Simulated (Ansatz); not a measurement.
The input, for Ansatz 0.2.0:

```yaml
crystal:
  periodic: [false, false, false]
  atoms:
    - {symbol: Se, position_ang: [0.000000, 0.000000, 0.000000]}
    - {symbol: Se, position_ang: [0.000000, 0.000000, 2.273600]}
basis:
  gaussian: {orbitals: aug-cc-pVDZ}
magnetization: {spin_polarized: true, initial_magnetization: 2}
correlation: {method: ccsd_t, electrons: outside_noble_gas}
output: {forces: true}
```

```sh
$ ansatz run in.yaml --threads 1 --pin off --events-out ev --progress --plain --max-ram 2393MiB
```

Log:

```
818 factors; integrals over basis functions are off by at most 9.0e-4 eV
mean field evaluation 1: about -130604.4711 eV, gradient 5.5e0 eV
mean field evaluation 2: about -130604.4713 eV, gradient 5.5e0 eV
mean field evaluation 4: about -130604.8481 eV, gradient 9.1e-1 eV
mean field evaluation 8: about -130604.8615 eV, gradient 4.8e-2 eV
mean field evaluation 16: about -130604.8615 eV, gradient 1.7e-5 eV
mean field evaluation 32: about -130604.8605 eV, gradient 1.9e-1 eV
mean field evaluation 64: about -130604.9121 eV, gradient 2.6e-6 eV
mean field evaluation 96: about -130596.7278 eV, gradient 8.2e-1 eV
mean field evaluation 128: about -130603.6625 eV, gradient 3.8e-3 eV
mean field evaluation 160: about -130601.8000 eV, gradient 1.3e-2 eV
mean field evaluation 192: about -130603.6624 eV, gradient 6.9e-2 eV
mean field evaluation 224: about -130597.4275 eV, gradient 4.6e0 eV
mean field evaluation 256: about -130601.5029 eV, gradient 4.5e-3 eV
mean field -130604.91210912 eV, -4799.6419928213 hartree, gradient 2.6e-6 eV, S^2 2.034309; 8 other end points of the search recorded, 0 dependent functions left out
determinant -130604.91210912 eV, -4799.6419928213 hartree, with singles and doubles -130611.46920063 eV, -4799.8829614894 hartree
determinant -130604.86151495 eV, -4799.6401335198 hartree, with singles and doubles -130611.48760854 eV, -4799.8836379678 hartree
determinant -130603.66246374 eV, -4799.5960692005 hartree, with singles and doubles -130609.45403883 eV, -4799.8089056592 hartree
determinant -130601.80001406 eV, -4799.5276254372 hartree, with singles and doubles -130608.81802125 eV, -4799.7855324443 hartree
determinant -130601.50293372 eV, -4799.5167079359 hartree, with singles and doubles -130607.75524786 eV, -4799.7464762427 hartree
determinant -130604.91210912 eV, -4799.6419928213 hartree, with singles and doubles -130611.47412230 eV, -4799.8831423577 hartree
determinant -130604.86151495 eV, -4799.6401335198 hartree, with singles and doubles -130611.48761188 eV, -4799.8836380905 hartree
28 core orbitals not correlated: weight in the atoms' cores, before any rotation towards them, 1.000 or more for the frozen orbitals, at most 0.000 for the correlated occupied ones
reference -130604.86151495 eV, -4799.6401335198 hartree; 7, 5 occupied and 37, 39 virtual orbitals, 818 factors
second order -6.11354749 eV of doubles, -0.00000000 eV of singles
cycle   1  -6.62610453 eV  change   -7.6e-6 eV  update   2.2e-6
cycle   2  -6.62610556 eV  change   -1.0e-6 eV  update   1.0e-6
perturbative correction -0.32075649 eV, -0.0117875836 hartree
the calculation of the forces begins
Total energy: -130611.80837700 eV, -4799.8954259914 hartree
Atom 0 at     0.000000     0.000000     0.000000 Å, force     0.000000     0.000000     1.092686 eV/Å
Atom 1 at     0.000000     0.000000     2.273600 Å, force    -0.000000    -0.000000    -1.092686 eV/Å
Dipole moment:     0.000000     0.000000    -0.000000 e Å
```

Forces (eV/Å):
```
Se   0.000  0.000  1.093
Se   0.000  0.000 -1.093
```

For the same geometry and basis UCCSDT(Q) lies 62.4 meV lower.

Ran on 1 thread of INTEL XEON PLATINUM 8581C, shared host: 18 s wall, 0.26 GiB peak host memory.
